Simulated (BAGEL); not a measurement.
# C2H6Si (SMILES C[Si]C) at HF/3-21G (density fitting with qzvpp-jkfit)

What is the energy change on altering one bond length of C2H6Si at HF/3-21G (density fitting with qzvpp-jkfit)? 

The results are computed with BAGEL 1.2.2.

2 further runs of the same task are left out: 2 set aside as unsound or not needed.

## (1) The molecule

The species is C2H6Si (9 atoms), meant as a singlet with charge 0. SMILES: `C[Si]C`. The shape is that of a PBE0-D4/def2-TZVP optimisation.

Bond lengths: C1–Si2 1.896 Å, Si2–C3 1.896 Å, C1–H4 1.102 Å, C1–H5 1.091 Å, C1–H6 1.095 Å, C3–H7 1.095 Å, C3–H8 1.091 Å, C3–H9 1.102 Å. Some angles: C1–Si2–C3 97.8°, Si2–C1–H4 105.3°, Si2–C1–H5 113.7°, Si2–C1–H6 114.0°, Si2–C3–H7 113.9°, Si2–C3–H8 113.7°, Si2–C3–H9 105.3°, H4–C1–H5 107.1°, H4–C1–H6 106.4°, H5–C1–H6 109.8°.

## (2) A single-point energy at HF/3-21G (density fitting with qzvpp-jkfit)

Contents of job.json:

```json
{ "bagel" : [

{
  "title" : "molecule",
  "basis" : "3-21g",
  "df_basis" : "qzvpp-jkfit",
  "angstrom" : true,
  "geometry" : [
    { "atom" : "C", "xyz" : [      -0.527400,       1.047300,      -0.805300 ] },
    { "atom" : "Si", "xyz" : [       0.896800,      -0.199700,      -0.912800 ] },
    { "atom" : "C", "xyz" : [       0.601900,      -1.069400,       0.746000 ] },
    { "atom" : "H", "xyz" : [      -1.430700,       0.480400,      -1.082200 ] },
    { "atom" : "H", "xyz" : [      -0.439700,       1.875000,      -1.511000 ] },
    { "atom" : "H", "xyz" : [      -0.703500,       1.436700,       0.202600 ] },
    { "atom" : "H", "xyz" : [      -0.455600,      -1.193000,       1.001000 ] },
    { "atom" : "H", "xyz" : [       1.117900,      -2.026600,       0.837300 ] },
    { "atom" : "H", "xyz" : [       1.028800,      -0.397000,       1.507100 ] }
  ]
},

{ "title" : "hf" },

{ "title" : "print", "file" : "orbitals.molden", "orbitals" : true }

]}
```

Started as:

```sh
$ BAGEL_NUM_THREADS=1 BAGEL job.json > job.out
```

Standard output:

```text
* using 1 threads per process

  ===============================================================
  ===============================================================

  *** Geometry ***

  { "atom" : "C", "xyz" : [     -0.996642,      1.979110,     -1.521796 ] },
  { "atom" : "Si", "xyz" : [      1.694706,     -0.377378,     -1.724942 ] },
  { "atom" : "C", "xyz" : [      1.137426,     -2.020873,      1.409736 ] },
  { "atom" : "H", "xyz" : [     -2.703631,      0.907824,     -2.045062 ] },
  { "atom" : "H", "xyz" : [     -0.830913,      3.543236,     -2.855376 ] },
  { "atom" : "H", "xyz" : [     -1.329422,      2.714970,      0.382859 ] },
  { "atom" : "H", "xyz" : [     -0.860959,     -2.254443,      1.891616 ] },
  { "atom" : "H", "xyz" : [      2.112525,     -3.829719,      1.582268 ] },
  { "atom" : "H", "xyz" : [      1.944150,     -0.750221,      2.848006 ] },

  Number of auxiliary basis functions:      386

  Since a DF basis is specified, we compute 2- and 3-index integrals:
    o Being stored without compression. Storage requirement is 0.006 GB

  Number of basis functions:       43
  Number of electrons      :       32

    * METHOD: MOLECULE                             0.08

  *** RHF ***

  === Nuclear Repulsion ===
    97.7047894472

      * DIIS with orbital gradients will be used.

  === RHF iteration (3-21g) ===
      0       -366.08826953          0.02187771           0.01
      1       -366.15300909          0.00791732           0.01
      2       -366.16325647          0.00152947           0.01
      3       -366.16396360          0.00019260           0.01
      4       -366.16398808          0.00003033           0.01
      5       -366.16398848          0.00000427           0.01
      6       -366.16398849          0.00000064           0.01
      7       -366.16398849          0.00000022           0.01
      8       -366.16398849          0.00000005           0.01
      9       -366.16398849          0.00000002           0.01
     10       -366.16398849          0.00000001           0.01
    * SCF iteration converged.

    * Permanent dipole moment:
           (    0.389208,    -0.085430,    -0.399609) a.u.

    * METHOD: HF                                   0.19

    * METHOD: PRINT                                0.00

  ===============================================================
```

Wall time 0.44 s (1 thread of Arm Neoverse V2, shared host).

## (3) The distorted shape at the same level

Contents of input.json:

```json
{ "bagel" : [

{
  "title" : "molecule",
  "basis" : "3-21g",
  "df_basis" : "qzvpp-jkfit",
  "angstrom" : true,
  "geometry" : [
    { "atom" : "C", "xyz" : [   -0.655451,    0.845610,   -1.033597 ] },
    { "atom" : "Si", "xyz" : [    0.768749,   -0.401390,   -1.141097 ] },
    { "atom" : "C", "xyz" : [    0.473849,   -1.271090,    0.517703 ] },
    { "atom" : "H", "xyz" : [   -1.558751,    0.278710,   -1.310497 ] },
    { "atom" : "H", "xyz" : [   -0.567751,    1.673310,   -1.739297 ] },
    { "atom" : "H", "xyz" : [   -0.831551,    1.235010,   -0.025697 ] },
    { "atom" : "H", "xyz" : [   -0.583651,   -1.394690,    0.772703 ] },
    { "atom" : "H", "xyz" : [    0.989849,   -2.228290,    0.609003 ] },
    { "atom" : "H", "xyz" : [    1.028800,   -0.397000,    1.507100 ] }
  ]
},
{
  "title" : "hf"
},
{
  "title" : "print",
  "file" : "orbitals.molden",
  "orbitals" : true
}

]}
```

Started as:

```sh
$ BAGEL_NUM_THREADS=1 BAGEL input.json > input.out
```

Standard output:

```text
* using 1 threads per process

  ===============================================================
  ===============================================================

  *** Geometry ***

  { "atom" : "C", "xyz" : [     -1.238623,      1.597971,     -1.953215 ] },
  { "atom" : "Si", "xyz" : [      1.452725,     -0.758517,     -2.156361 ] },
  { "atom" : "C", "xyz" : [      0.895445,     -2.402012,      0.978317 ] },
  { "atom" : "H", "xyz" : [     -2.945612,      0.526686,     -2.476480 ] },
  { "atom" : "H", "xyz" : [     -1.072894,      3.162098,     -3.286795 ] },
  { "atom" : "H", "xyz" : [     -1.571404,      2.333831,     -0.048560 ] },
  { "atom" : "H", "xyz" : [     -1.102941,     -2.635582,      1.460197 ] },
  { "atom" : "H", "xyz" : [      1.870544,     -4.210858,      1.150849 ] },
  { "atom" : "H", "xyz" : [      1.944150,     -0.750221,      2.848006 ] },

  Number of auxiliary basis functions:      386

  Since a DF basis is specified, we compute 2- and 3-index integrals:
    o Being stored without compression. Storage requirement is 0.006 GB

  Number of basis functions:       43
  Number of electrons      :       32

    * METHOD: MOLECULE                             0.08

  *** RHF ***

  === Nuclear Repulsion ===
    96.6331599901

      * DIIS with orbital gradients will be used.

  === RHF iteration (3-21g) ===
      0       -366.05230751          0.02118765           0.01
      1       -366.11393712          0.00787949           0.01
      2       -366.12420345          0.00164693           0.01
      3       -366.12497259          0.00021002           0.01
      4       -366.12499423          0.00008989           0.01
      5       -366.12499664          0.00001552           0.01
      6       -366.12499676          0.00000538           0.01
      7       -366.12499678          0.00000163           0.01
      8       -366.12499679          0.00000077           0.01
      9       -366.12499679          0.00000026           0.01
     10       -366.12499679          0.00000007           0.01
     11       -366.12499679          0.00000003           0.01
     12       -366.12499679          0.00000001           0.01
    * SCF iteration converged.

    * Permanent dipole moment:
           (    0.424284,    -0.032402,    -0.327558) a.u.

    * METHOD: HF                                   0.23

    * METHOD: PRINT                                0.00

  ===============================================================
```

Run time: 0.48 s. Hardware: 1 thread of Arm Neoverse V2, shared host.

## (4) Summary of results

At HF/3-21G (density fitting with qzvpp-jkfit):

```
                                                         quantity          value
                                        first shape: total energy  -366.16399 Eh
                                       first shape: dipole moment         1.43 D
                                         first shape: HOMO energy       -8.15 eV
                                         first shape: LUMO energy        1.28 eV
                                       first shape: HOMO–LUMO gap        9.42 eV
                                    distorted shape: total energy  -366.12500 Eh
                                   distorted shape: dipole moment         1.36 D
                                     distorted shape: HOMO energy       -8.20 eV
                                     distorted shape: LUMO energy        1.23 eV
                                   distorted shape: HOMO–LUMO gap        9.43 eV
energy change with the C3–H9 bond stretched from 1.102 to 1.432 Å       1.061 eV
```

With the C3–H9 bond stretched from 1.102 to 1.432 Å the energy rises by 1.06 eV (24 kcal/mol). The first shape isn't relaxed at this level, so the change isn't measured from a minimum.
